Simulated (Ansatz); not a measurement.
# HgS (P3₂21, No. 154)

These are PBE in Ansatz (plane waves, PAW) values and carry that method's errors.

Settings: plane-wave cutoff 500 eV, 12×12×4 k mesh (along the axes of the cell as run), Fermi–Dirac smearing 0.05 eV, scalar-relativistic PAW data made under PBE.

Cell: relaxed at this level.

| Quantity | Value |
|---|---|
| volume per atom | 28.13 Å³/atom |
| lattice parameter a | 4.466 Å |
| c axis length | 9.769 Å |
| band gap | 1.83 eV (on the SCF k mesh) |

Note: the volume lies 19 % above that of the published cell.

Spin–orbit coupling is not included.

Static lattice: no zero-point or thermal effects.

Cost on a shared machine: roughly 3 core-minutes.

Ansatz is a quantum-chemistry and plane-wave program.
